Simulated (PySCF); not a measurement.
Compound: CH4O.
Geometry (PBE0-D3(BJ)/def2-SVP, Å), atoms numbered from 1 in this order:
```xyz
6
CH4O angstrom
C     -0.3352    0.0257   -0.0329
O      0.9302   -0.4664   -0.3620
H     -0.6371   -0.2013    1.0087
H     -1.0668   -0.4583   -0.6969
H     -0.4330    1.1196   -0.1816
H      1.5752   -0.0461    0.2143
```

Computed with PBE0-D3(BJ)/def2-SVP geometry optimisation, gas phase (PySCF).

Masses are those of the commonest isotopes; rigid-rotor values at the optimised geometry. 

Give the principal moments of inertia and the rotational constants in GHz.

Ia = 3.96, Ib = 20.01, Ic = 20.74 u·Å²; 505379 MHz·u·Å²/I gives 127537, 25259 and 24365 MHz, that is A = 127.54, B = 25.259, C = 24.365 GHz.

What kind of rotor is it?

A near-prolate asymmetric top; Ray's κ = -0.983.

Is it planar, by Δ = Ic − Ia − Ib?

Not planar: Δ = Ic − Ia − Ib = -3.23 u·Å². For a rigid frame Δ = −2 Σ m c², so Σ m c² = 1.61 u·Å² lies off the ab plane, practically all of it from hydrogen. The atom farthest from that plane is 0.90 Å away.

Give the other two planar moments, Paa and Pbb, and the rms extents of the mass along the axes.

Paa = Σ m a² = (Ib + Ic − Ia)/2 = 18.39 and Pbb = Σ m b² = (Ia + Ic − Ib)/2 = 2.35 u·Å². With the mass M = 32.03 u, the rms extents √(P/M) along a, b and c are 0.76, 0.27, 0.22 Å.

Which lines would a microwave search look for?

The dipole components are |μa| = 0.74 D, |μb| = 1.47 D, |μc| = 0.00 D; the mirror of this Cs structure is the ab plane, so μc vanishes by symmetry and there are no c-type lines. The squared components, which scale the intensities, stand as 0.25 : 1.00 (a : b). Some lines, for components of 0.1 D or more:

```tsv
type	branch	J(Ka,Kc)	MHz	lower level (cm⁻¹)
a	Q	4(1,3) ← 4(1,4)	8943	19.830
a	R	2(1,2) ← 1(1,1)	98355	5.067
a	R	2(1,1) ← 1(1,0)	100143	5.097
b	Q	2(1,1) ← 2(0,2)	104072	4.966
b	Q	3(1,2) ← 3(0,3)	105433	9.931
a	R	4(2,3) ← 3(2,2)	198494	23.638
a	R	4(3,2) ← 3(3,1)	198510	40.771
a	R	4(2,2) ← 3(2,1)	198552	23.639
a	R	5(4,1) ← 4(4,0)	248136	71.378
a	R	5(3,2) ← 4(3,1)	248143	47.392
b	R	3(1,3) ← 2(0,2)	248918	4.966
b	Q	2(2,0) ← 2(1,1)	306840	8.437
b	Q	4(2,3) ← 4(1,4)	312657	19.830
b	R	5(1,5) ← 4(0,4)	344188	16.550
b	R	2(2,1) ← 1(1,0)	406977	5.097
b	R	3(2,1) ← 2(1,2)	458419	8.348
b	R	4(2,2) ← 3(1,3)	509443	13.269
b	Q	4(3,1) ← 4(2,2)	513558	30.262
b	R	3(3,1) ← 2(2,0)	662497	18.672
b	R	4(3,2) ← 3(2,1)	712109	23.639
b	Q	4(4,0) ← 4(3,1)	719065	47.392
b	Q	5(5,0) ← 5(4,1)	924513	79.655
b	Q	5(5,1) ← 5(4,2)	924513	79.655
b	R	5(5,0) ← 4(4,1)	1172649	71.378
```

No PBE0-D3(BJ)/def2-SVP frequencies stand behind this structure, so it isn't proved a minimum. These are rigid-rotor constants of the computed structure; measured ground-state constants (B0) also hold zero-point vibration. A rigid rotor knows nothing of internal rotation, which can split or shift real lines.

The run took 4.6 s on one thread of an Intel Xeon at 2.60 GHz, no GPU, shared host with 24 logical CPUs at a one-minute load of 7.1, and the process peaked at 0.28 GiB of memory. This is the geometry optimisation.
